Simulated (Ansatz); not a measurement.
# AlSi (quartet): wB97M-V, HSE06, B2PLYP, RPA-PBE over a scan of the distance Si1–Al2, cc-pVTZ

How well do these functionals follow the top wave-function level for AlSi (quartet) over a scan of the distance Si1–Al2?

The runs use Ansatz 0.2.0, Gaussian basis; cc-pVTZ, all electrons in the functionals, frozen cores in the correlation of double hybrids and RPA.

Plan: wB97M-V, HSE06, B2PLYP, RPA-PBE, at 2.135 Å; 2.416 Å; 2.594 Å; 3.288 Å; 4.359 Å; 6.532 Å.

13 further runs of the same task are left out: 1 for a mislabelled method, 9 that didn't finish, 3 set aside as unsound or not needed.

## (1) What is computed

The geometry derives from a PBE0/def2-TZVP stationary point (not a proven minimum). One bond is set to the value named and the two fragments are kept rigid.

2 atoms, charge 0, spin multiplicity 4.

Atoms are counted from 1 here; the program's logs count them from 0.

Bond lengths: Si1–Al2 2.416 Å.

As a file:

```
Si    0.00000    0.00000    0.00000
Al    0.00000    0.00000    2.41620
```

No dispersion term is added; wB97M-V holds VV10 nonlocal correlation. HSE06 is the plane-wave form.

The geometry shown and the zero of energy belong to the point 2.416 Å. The yardstick, UCCSDT(Q), and other wave-function levels (R restricted, U unrestricted, valence and pair active spaces) come from earlier runs.

## (2) wB97M-V, 2.135 Å

The input, in.yaml:

```yaml
crystal:
  periodic: [false, false, false]
  atoms:
    - {symbol: Si, position_ang: [0.000000, 0.000000, 0.000000]}
    - {symbol: Al, position_ang: [0.000000, 0.000000, 2.135000]}
basis:
  gaussian: {orbitals: cc-pVTZ}
magnetization: {spin_polarized: true, initial_magnetization: 3}
hamiltonian: {xc: {name: wB97M-V}}
output: {orbitals: {seedname: orbitals}}
```

Run with:

```
ansatz run in.yaml --threads 1 --pin off --events-out ev --progress --plain --max-ram 2393MiB
```

The log of the run, cut to the lines that bear on the results:

```text
Functional definition: wB97M-V
  name "wB97M-V"
  cite "Mardirossian & Head-Gordon, J. Chem. Phys. 144, 214110 (2016) doi:10.1063/1.4952647"
  cite "Becke, J. Chem. Phys. 107, 8554 (1997) doi:10.1063/1.475007"
  cite "Vydrov & Van Voorhis, J. Chem. Phys. 133, 244103 (2010) doi:10.1063/1.3521275"
  # Of w^i u^j: cxij and so on, Table III.
[...]
  gx(w, u) = 1 - cx + cx01*u + cx10*w
  gss(w, u) = css00 + css04*u^4 + css10*w + css20*w^2 + css43*w^4*u^3
  gos(w, u) = cos00 + cos10*w + (cos20 + cos21*u)*w^2 + (cos60 + cos61*u)*w^6
[...]
      + integral(e_c_pw_mod_opposite_spin*gos(b97_w_opposite, b97_u_opposite)) + vv10(b, c)
557 factors; their error is unknown
115 factors; integrals over basis functions are off by at most 1.1e-4 eV
[...]
mean field -14470.55015226 eV, -531.7829096044 hartree, gradient 2.1e-5 eV, S^2 3.752600; 0 other end points of the search recorded, 0 dependent functions left out
reference -14470.55018097 eV, -531.7829106594 hartree; 15, 12 occupied and 53, 56 virtual orbitals, 557 factors
Total energy: -14470.55018097 eV, -531.7829106594 hartree
```

Run time: 8.5 s. Hardware: 1 thread of AMD EPYC, shared host.

From the report: ⟨S²⟩ of the determinant 3.753 (pure quartet: 3.75).

## (3) wB97M-V, 2.416 Å

The input, in.yaml:

```yaml
crystal:
  periodic: [false, false, false]
  atoms:
    - {symbol: Si, position_ang: [0.000000, 0.000000, 0.000000]}
    - {symbol: Al, position_ang: [0.000000, 0.000000, 2.416200]}
basis:
  gaussian: {orbitals: cc-pVTZ}
magnetization: {spin_polarized: true, initial_magnetization: 3}
hamiltonian: {xc: {name: wB97M-V}}
output: {forces: true, orbitals: {seedname: orbitals}}
```

Same command.

The log of the run, cut to the lines that bear on the results:

```text
Functional definition: wB97M-V
  name "wB97M-V"
  cite "Mardirossian & Head-Gordon, J. Chem. Phys. 144, 214110 (2016) doi:10.1063/1.4952647"
  cite "Becke, J. Chem. Phys. 107, 8554 (1997) doi:10.1063/1.475007"
  cite "Vydrov & Van Voorhis, J. Chem. Phys. 133, 244103 (2010) doi:10.1063/1.3521275"
  # Of w^i u^j: cxij and so on, Table III.
[...]
  gx(w, u) = 1 - cx + cx01*u + cx10*w
  gss(w, u) = css00 + css04*u^4 + css10*w + css20*w^2 + css43*w^4*u^3
  gos(w, u) = cos00 + cos10*w + (cos20 + cos21*u)*w^2 + (cos60 + cos61*u)*w^6
[...]
      + integral(e_c_pw_mod_opposite_spin*gos(b97_w_opposite, b97_u_opposite)) + vv10(b, c)
557 factors; their error is unknown
115 factors; integrals over basis functions are off by at most 1.1e-4 eV
[...]
mean field -14471.01314226 eV, -531.7999241731 hartree, gradient 2.1e-5 eV, S^2 3.753374; 0 other end points of the search recorded, 0 dependent functions left out
[...]
reference -14471.01317146 eV, -531.7999252462 hartree; 15, 12 occupied and 53, 56 virtual orbitals, 557 factors
Total energy: -14471.01317146 eV, -531.7999252462 hartree
Atom 0 at     0.000000     0.000000     0.000000 Å, force     0.000000     0.000000    -0.146734 eV/Å
Atom 1 at     0.000000     0.000000     2.416200 Å, force    -0.000000    -0.000000     0.146734 eV/Å
Dipole moment:    -0.000000     0.000000     0.292478 e Å
```

Run time: 10 s. Hardware: 1 thread of AMD EPYC, shared host.

From the report: ⟨S²⟩ of the determinant 3.753 (pure quartet: 3.75).

## (4) wB97M-V, 2.594 Å

Changes to in.yaml since step 3:

```diff
@@ -4,3 +4,3 @@
     - {symbol: Si, position_ang: [0.000000, 0.000000, 0.000000]}
-    - {symbol: Al, position_ang: [0.000000, 0.000000, 2.416200]}
+    - {symbol: Al, position_ang: [0.000000, 0.000000, 2.594000]}
 basis:
```

Launched as before.

The log of the run, cut to the lines that bear on the results:

```text
Functional definition: wB97M-V
  name "wB97M-V"
  cite "Mardirossian & Head-Gordon, J. Chem. Phys. 144, 214110 (2016) doi:10.1063/1.4952647"
  cite "Becke, J. Chem. Phys. 107, 8554 (1997) doi:10.1063/1.475007"
  cite "Vydrov & Van Voorhis, J. Chem. Phys. 133, 244103 (2010) doi:10.1063/1.3521275"
  # Of w^i u^j: cxij and so on, Table III.
[...]
  gx(w, u) = 1 - cx + cx01*u + cx10*w
  gss(w, u) = css00 + css04*u^4 + css10*w + css20*w^2 + css43*w^4*u^3
  gos(w, u) = cos00 + cos10*w + (cos20 + cos21*u)*w^2 + (cos60 + cos61*u)*w^6
[...]
      + integral(e_c_pw_mod_opposite_spin*gos(b97_w_opposite, b97_u_opposite)) + vv10(b, c)
557 factors; their error is unknown
115 factors; integrals over basis functions are off by at most 1.2e-4 eV
[...]
mean field -14470.94584330 eV, -531.7974509819 hartree, gradient 2.2e-5 eV, S^2 3.753576; 0 other end points of the search recorded, 0 dependent functions left out
[...]
reference -14470.94587282 eV, -531.7974520669 hartree; 15, 12 occupied and 53, 56 virtual orbitals, 557 factors
Total energy: -14470.94587282 eV, -531.7974520669 hartree
Atom 0 at     0.000000     0.000000     0.000000 Å, force    -0.000000     0.000000     0.796212 eV/Å
Atom 1 at     0.000000     0.000000     2.594000 Å, force     0.000000     0.000000    -0.796212 eV/Å
Dipole moment:     0.000000    -0.000000     0.389041 e Å
```

Run time: 9.5 s. Hardware: 1 thread of AMD EPYC, shared host.

From the report: ⟨S²⟩ of the determinant 3.754 (pure quartet: 3.75).

From 2.416 Å: +1.6 kcal/mol.

## (5) wB97M-V, 3.288 Å

Changes to in.yaml since step 4:

```diff
@@ -4,3 +4,3 @@
     - {symbol: Si, position_ang: [0.000000, 0.000000, 0.000000]}
-    - {symbol: Al, position_ang: [0.000000, 0.000000, 2.594000]}
+    - {symbol: Al, position_ang: [0.000000, 0.000000, 3.288000]}
 basis:
```

Same command.

The log of the run, cut to the lines that bear on the results:

```text
Functional definition: wB97M-V
  name "wB97M-V"
  cite "Mardirossian & Head-Gordon, J. Chem. Phys. 144, 214110 (2016) doi:10.1063/1.4952647"
  cite "Becke, J. Chem. Phys. 107, 8554 (1997) doi:10.1063/1.475007"
  cite "Vydrov & Van Voorhis, J. Chem. Phys. 133, 244103 (2010) doi:10.1063/1.3521275"
  # Of w^i u^j: cxij and so on, Table III.
[...]
  gx(w, u) = 1 - cx + cx01*u + cx10*w
  gss(w, u) = css00 + css04*u^4 + css10*w + css20*w^2 + css43*w^4*u^3
  gos(w, u) = cos00 + cos10*w + (cos20 + cos21*u)*w^2 + (cos60 + cos61*u)*w^6
[...]
      + integral(e_c_pw_mod_opposite_spin*gos(b97_w_opposite, b97_u_opposite)) + vv10(b, c)
557 factors; their error is unknown
115 factors; integrals over basis functions are off by at most 1.3e-4 eV
[...]
mean field -14470.01440439 eV, -531.7632212331 hartree, gradient 4.0e-5 eV, S^2 3.753310; 4 other end points of the search recorded, 0 dependent functions left out
[...]
reference -14470.01443537 eV, -531.7632223716 hartree; 15, 12 occupied and 53, 56 virtual orbitals, 557 factors
Total energy: -14470.01443537 eV, -531.7632223716 hartree
Atom 0 at     0.000000     0.000000     0.000000 Å, force     0.000000    -0.000000     1.459974 eV/Å
Atom 1 at     0.000000     0.000000     3.288000 Å, force    -0.000000     0.000000    -1.459974 eV/Å
Dipole moment:     0.000000    -0.000000     0.879787 e Å
```

Run time: 13 s. Hardware: 1 thread of AMD EPYC, shared host.

From the report: ⟨S²⟩ of the determinant 3.753 (pure quartet: 3.75).

From 2.416 Å: +23.0 kcal/mol.

## (6) wB97M-V, 4.359 Å

The input, in.yaml:

```yaml
crystal:
  periodic: [false, false, false]
  atoms:
    - {symbol: Si, position_ang: [0.000000, 0.000000, 0.000000]}
    - {symbol: Al, position_ang: [0.000000, 0.000000, 4.359000]}
basis:
  gaussian: {orbitals: cc-pVTZ}
magnetization: {spin_polarized: true, initial_magnetization: 3}
hamiltonian: {xc: {name: wB97M-V}}
output: {orbitals: {seedname: orbitals}}
```

Launched as before.

The log of the run, cut to the lines that bear on the results:

```text
Functional definition: wB97M-V
  name "wB97M-V"
  cite "Mardirossian & Head-Gordon, J. Chem. Phys. 144, 214110 (2016) doi:10.1063/1.4952647"
  cite "Becke, J. Chem. Phys. 107, 8554 (1997) doi:10.1063/1.475007"
  cite "Vydrov & Van Voorhis, J. Chem. Phys. 133, 244103 (2010) doi:10.1063/1.3521275"
  # Of w^i u^j: cxij and so on, Table III.
[...]
  gx(w, u) = 1 - cx + cx01*u + cx10*w
  gss(w, u) = css00 + css04*u^4 + css10*w + css20*w^2 + css43*w^4*u^3
  gos(w, u) = cos00 + cos10*w + (cos20 + cos21*u)*w^2 + (cos60 + cos61*u)*w^6
[...]
      + integral(e_c_pw_mod_opposite_spin*gos(b97_w_opposite, b97_u_opposite)) + vv10(b, c)
557 factors; their error is unknown
115 factors; integrals over basis functions are off by at most 1.4e-4 eV
[...]
mean field -14468.91171325 eV, -531.7226980814 hartree, gradient 7.5e-6 eV, S^2 3.752847; 2 other end points of the search recorded, 0 dependent functions left out
reference -14468.91174750 eV, -531.7226993401 hartree; 15, 12 occupied and 53, 56 virtual orbitals, 557 factors
Total energy: -14468.91174750 eV, -531.7226993401 hartree
```

Run time: 24 s. Hardware: 1 thread of AMD EPYC, shared host; peak memory 0.25 GiB.

From the report: ⟨S²⟩ of the determinant 3.753 (pure quartet: 3.75).

From 2.416 Å: +48.5 kcal/mol.

## (7) wB97M-V, 6.532 Å

Changes to in.yaml since step 6:

```diff
@@ -4,3 +4,3 @@
     - {symbol: Si, position_ang: [0.000000, 0.000000, 0.000000]}
-    - {symbol: Al, position_ang: [0.000000, 0.000000, 4.359000]}
+    - {symbol: Al, position_ang: [0.000000, 0.000000, 6.532000]}
 basis:
```

Same command.

The log of the run, cut to the lines that bear on the results:

```text
Functional definition: wB97M-V
  name "wB97M-V"
  cite "Mardirossian & Head-Gordon, J. Chem. Phys. 144, 214110 (2016) doi:10.1063/1.4952647"
  cite "Becke, J. Chem. Phys. 107, 8554 (1997) doi:10.1063/1.475007"
  cite "Vydrov & Van Voorhis, J. Chem. Phys. 133, 244103 (2010) doi:10.1063/1.3521275"
  # Of w^i u^j: cxij and so on, Table III.
[...]
  gx(w, u) = 1 - cx + cx01*u + cx10*w
  gss(w, u) = css00 + css04*u^4 + css10*w + css20*w^2 + css43*w^4*u^3
  gos(w, u) = cos00 + cos10*w + (cos20 + cos21*u)*w^2 + (cos60 + cos61*u)*w^6
[...]
      + integral(e_c_pw_mod_opposite_spin*gos(b97_w_opposite, b97_u_opposite)) + vv10(b, c)
557 factors; their error is unknown
115 factors; integrals over basis functions are off by at most 1.5e-4 eV
[...]
mean field -14468.55275931 eV, -531.7095067674 hartree, gradient 7.8e-6 eV, S^2 3.752376; 2 other end points of the search recorded, 0 dependent functions left out
reference -14468.55279804 eV, -531.7095081906 hartree; 15, 12 occupied and 53, 56 virtual orbitals, 557 factors
Total energy: -14468.55279804 eV, -531.7095081906 hartree
```

Wall time 26 s (1 thread of AMD EPYC, shared host).

From the report: ⟨S²⟩ of the determinant 3.752 (pure quartet: 3.75).

From 2.416 Å: +56.7 kcal/mol.

## (8) HSE06, 2.135 Å

The input, in.yaml:

```yaml
crystal:
  periodic: [false, false, false]
  atoms:
    - {symbol: Si, position_ang: [0.000000, 0.000000, 0.000000]}
    - {symbol: Al, position_ang: [0.000000, 0.000000, 2.135000]}
basis:
  gaussian: {orbitals: cc-pVTZ}
magnetization: {spin_polarized: true, initial_magnetization: 3}
hamiltonian: {xc: {name: HSE06}}
```

Same command.

The log of the run, cut to the lines that bear on the results:

```text
Functional definition: HSE06
  name "HSE06"
  cite "Heyd, Scuseria & Ernzerhof, J. Chem. Phys. 118, 8207 (2003) doi:10.1063/1.1564060"
  cite "Krukau, Vydrov, Izmaylov & Scuseria, J. Chem. Phys. 125, 224106 (2006) doi:10.1063/1.2404663"
  cite "Heyd & Scuseria, J. Chem. Phys. 120, 7274 (2004) doi:10.1063/1.1668634"
  cite "Ernzerhof & Perdew, J. Chem. Phys. 109, 3313 (1998) doi:10.1063/1.476928"
  cite "Perdew, Burke & Ernzerhof, Phys. Rev. Lett. 77, 3865 (1996) doi:10.1103/PhysRevLett.77.3865"
  parent pbe
[...]
  # The whole range is PBE's own exchange, as in plane waves. The composition of these papers is wPBEh.
[...]
569 factors; their error is unknown
42 factors; integrals over basis functions are off by at most 1.6e-5 eV
[...]
mean field -14464.88298058 eV, -531.5746448865 hartree, gradient 2.5e-5 eV, S^2 3.752636; 0 other end points of the search recorded, 0 dependent functions left out
reference -14464.88301035 eV, -531.5746459805 hartree; 15, 12 occupied and 53, 56 virtual orbitals, 569 factors
Total energy: -14464.88301035 eV, -531.5746459805 hartree
```

Wall time 2.8 s (1 thread of AMD EPYC, shared host).

From the report: ⟨S²⟩ of the determinant 3.753 (pure quartet: 3.75).

## (9) HSE06, 2.416 Å

Changes to in.yaml since step 8:

```diff
@@ -4,3 +4,3 @@
     - {symbol: Si, position_ang: [0.000000, 0.000000, 0.000000]}
-    - {symbol: Al, position_ang: [0.000000, 0.000000, 2.135000]}
+    - {symbol: Al, position_ang: [0.000000, 0.000000, 2.416200]}
 basis:
```

Same command.

The log of the run, cut to the lines that bear on the results:

```text
Functional definition: HSE06
  name "HSE06"
  cite "Heyd, Scuseria & Ernzerhof, J. Chem. Phys. 118, 8207 (2003) doi:10.1063/1.1564060"
  cite "Krukau, Vydrov, Izmaylov & Scuseria, J. Chem. Phys. 125, 224106 (2006) doi:10.1063/1.2404663"
  cite "Heyd & Scuseria, J. Chem. Phys. 120, 7274 (2004) doi:10.1063/1.1668634"
  cite "Ernzerhof & Perdew, J. Chem. Phys. 109, 3313 (1998) doi:10.1063/1.476928"
  cite "Perdew, Burke & Ernzerhof, Phys. Rev. Lett. 77, 3865 (1996) doi:10.1103/PhysRevLett.77.3865"
  parent pbe
[...]
  # The whole range is PBE's own exchange, as in plane waves. The composition of these papers is wPBEh.
[...]
569 factors; their error is unknown
44 factors; integrals over basis functions are off by at most 2.0e-5 eV
[...]
mean field -14465.32551551 eV, -531.5909077451 hartree, gradient 3.4e-5 eV, S^2 3.753587; 0 other end points of the search recorded, 0 dependent functions left out
reference -14465.32554638 eV, -531.5909088798 hartree; 15, 12 occupied and 53, 56 virtual orbitals, 569 factors
Total energy: -14465.32554638 eV, -531.5909088798 hartree
```

It took 3.2 s on 1 thread of AMD EPYC, shared host.

From the report: ⟨S²⟩ of the determinant 3.754 (pure quartet: 3.75).

## (10) HSE06, 2.594 Å

Changes to in.yaml since step 9:

```diff
@@ -4,3 +4,3 @@
     - {symbol: Si, position_ang: [0.000000, 0.000000, 0.000000]}
-    - {symbol: Al, position_ang: [0.000000, 0.000000, 2.416200]}
+    - {symbol: Al, position_ang: [0.000000, 0.000000, 2.594000]}
 basis:
```

The command is unchanged.

The log of the run, cut to the lines that bear on the results:

```text
Functional definition: HSE06
  name "HSE06"
  cite "Heyd, Scuseria & Ernzerhof, J. Chem. Phys. 118, 8207 (2003) doi:10.1063/1.1564060"
  cite "Krukau, Vydrov, Izmaylov & Scuseria, J. Chem. Phys. 125, 224106 (2006) doi:10.1063/1.2404663"
  cite "Heyd & Scuseria, J. Chem. Phys. 120, 7274 (2004) doi:10.1063/1.1668634"
  cite "Ernzerhof & Perdew, J. Chem. Phys. 109, 3313 (1998) doi:10.1063/1.476928"
  cite "Perdew, Burke & Ernzerhof, Phys. Rev. Lett. 77, 3865 (1996) doi:10.1103/PhysRevLett.77.3865"
  parent pbe
[...]
  # The whole range is PBE's own exchange, as in plane waves. The composition of these papers is wPBEh.
[...]
569 factors; their error is unknown
44 factors; integrals over basis functions are off by at most 2.2e-5 eV
[...]
mean field -14465.23991617 eV, -531.5877620275 hartree, gradient 1.3e-5 eV, S^2 3.753998; 0 other end points of the search recorded, 0 dependent functions left out
reference -14465.23994782 eV, -531.5877631905 hartree; 15, 12 occupied and 53, 56 virtual orbitals, 569 factors
Total energy: -14465.23994782 eV, -531.5877631905 hartree
```

Run time: 3.4 s. Hardware: 1 thread of AMD EPYC, shared host.

From the report: ⟨S²⟩ of the determinant 3.754 (pure quartet: 3.75).

From 2.416 Å: +2.0 kcal/mol.

## (11) HSE06, 3.288 Å

Changes to in.yaml since step 10:

```diff
@@ -4,3 +4,3 @@
     - {symbol: Si, position_ang: [0.000000, 0.000000, 0.000000]}
-    - {symbol: Al, position_ang: [0.000000, 0.000000, 2.594000]}
+    - {symbol: Al, position_ang: [0.000000, 0.000000, 3.288000]}
 basis:
```

Same command.

The log of the run, cut to the lines that bear on the results:

```text
Functional definition: HSE06
  name "HSE06"
  cite "Heyd, Scuseria & Ernzerhof, J. Chem. Phys. 118, 8207 (2003) doi:10.1063/1.1564060"
  cite "Krukau, Vydrov, Izmaylov & Scuseria, J. Chem. Phys. 125, 224106 (2006) doi:10.1063/1.2404663"
  cite "Heyd & Scuseria, J. Chem. Phys. 120, 7274 (2004) doi:10.1063/1.1668634"
  cite "Ernzerhof & Perdew, J. Chem. Phys. 109, 3313 (1998) doi:10.1063/1.476928"
  cite "Perdew, Burke & Ernzerhof, Phys. Rev. Lett. 77, 3865 (1996) doi:10.1103/PhysRevLett.77.3865"
  parent pbe
[...]
  # The whole range is PBE's own exchange, as in plane waves. The composition of these papers is wPBEh.
[...]
569 factors; their error is unknown
45 factors; integrals over basis functions are off by at most 3.2e-5 eV
[...]
mean field -14464.28205569 eV, -531.5525613041 hartree, gradient 3.8e-5 eV, S^2 3.753717; 6 other end points of the search recorded, 0 dependent functions left out
reference -14464.28208959 eV, -531.5525625499 hartree; 15, 12 occupied and 53, 56 virtual orbitals, 569 factors
Total energy: -14464.28208959 eV, -531.5525625499 hartree
```

Run time: 9 s. Hardware: 1 thread of AMD EPYC, shared host.

From the report: ⟨S²⟩ of the determinant 3.754 (pure quartet: 3.75).

From 2.416 Å: +24.1 kcal/mol.

## (12) HSE06, 4.359 Å

Changes to in.yaml since step 11:

```diff
@@ -4,3 +4,3 @@
     - {symbol: Si, position_ang: [0.000000, 0.000000, 0.000000]}
-    - {symbol: Al, position_ang: [0.000000, 0.000000, 3.288000]}
+    - {symbol: Al, position_ang: [0.000000, 0.000000, 4.359000]}
 basis:
```

The command is unchanged.

The log of the run, cut to the lines that bear on the results:

```text
Functional definition: HSE06
  name "HSE06"
  cite "Heyd, Scuseria & Ernzerhof, J. Chem. Phys. 118, 8207 (2003) doi:10.1063/1.1564060"
  cite "Krukau, Vydrov, Izmaylov & Scuseria, J. Chem. Phys. 125, 224106 (2006) doi:10.1063/1.2404663"
  cite "Heyd & Scuseria, J. Chem. Phys. 120, 7274 (2004) doi:10.1063/1.1668634"
  cite "Ernzerhof & Perdew, J. Chem. Phys. 109, 3313 (1998) doi:10.1063/1.476928"
  cite "Perdew, Burke & Ernzerhof, Phys. Rev. Lett. 77, 3865 (1996) doi:10.1103/PhysRevLett.77.3865"
  parent pbe
[...]
  # The whole range is PBE's own exchange, as in plane waves. The composition of these papers is wPBEh.
[...]
569 factors; their error is unknown
45 factors; integrals over basis functions are off by at most 4.6e-5 eV
[...]
mean field -14463.17671587 eV, -531.5119408151 hartree, gradient 9.9e-6 eV, S^2 3.756781; 13 other end points of the search recorded, 0 dependent functions left out
reference -14463.17675170 eV, -531.5119421317 hartree; 15, 12 occupied and 53, 56 virtual orbitals, 569 factors
Total energy: -14463.17675170 eV, -531.5119421317 hartree
```

Run time: 23 s. Hardware: 1 thread of AMD EPYC, shared host.

From the report: ⟨S²⟩ of the determinant 3.757 (pure quartet: 3.75).

From 2.416 Å: +49.6 kcal/mol.

## (13) HSE06, 6.532 Å

Changes to in.yaml since step 12:

```diff
@@ -4,3 +4,3 @@
     - {symbol: Si, position_ang: [0.000000, 0.000000, 0.000000]}
-    - {symbol: Al, position_ang: [0.000000, 0.000000, 4.359000]}
+    - {symbol: Al, position_ang: [0.000000, 0.000000, 6.532000]}
 basis:
```

Launched as before.

The log of the run, cut to the lines that bear on the results:

```text
Functional definition: HSE06
  name "HSE06"
  cite "Heyd, Scuseria & Ernzerhof, J. Chem. Phys. 118, 8207 (2003) doi:10.1063/1.1564060"
  cite "Krukau, Vydrov, Izmaylov & Scuseria, J. Chem. Phys. 125, 224106 (2006) doi:10.1063/1.2404663"
  cite "Heyd & Scuseria, J. Chem. Phys. 120, 7274 (2004) doi:10.1063/1.1668634"
  cite "Ernzerhof & Perdew, J. Chem. Phys. 109, 3313 (1998) doi:10.1063/1.476928"
  cite "Perdew, Burke & Ernzerhof, Phys. Rev. Lett. 77, 3865 (1996) doi:10.1103/PhysRevLett.77.3865"
  parent pbe
[...]
  # The whole range is PBE's own exchange, as in plane waves. The composition of these papers is wPBEh.
[...]
569 factors; their error is unknown
45 factors; integrals over basis functions are off by at most 6.2e-5 eV
[...]
mean field -14462.73083096 eV, -531.4955548467 hartree, gradient 4.0e-6 eV, S^2 3.760773; 13 other end points of the search recorded, 0 dependent functions left out
reference -14462.73087248 eV, -531.4955563724 hartree; 15, 12 occupied and 53, 56 virtual orbitals, 569 factors
Total energy: -14462.73087248 eV, -531.4955563724 hartree
```

Wall time 37 s (1 thread of AMD EPYC, shared host).

From the report: ⟨S²⟩ of the determinant 3.761 (pure quartet: 3.75).

From 2.416 Å: +59.8 kcal/mol.

[end of part 1 of 2]
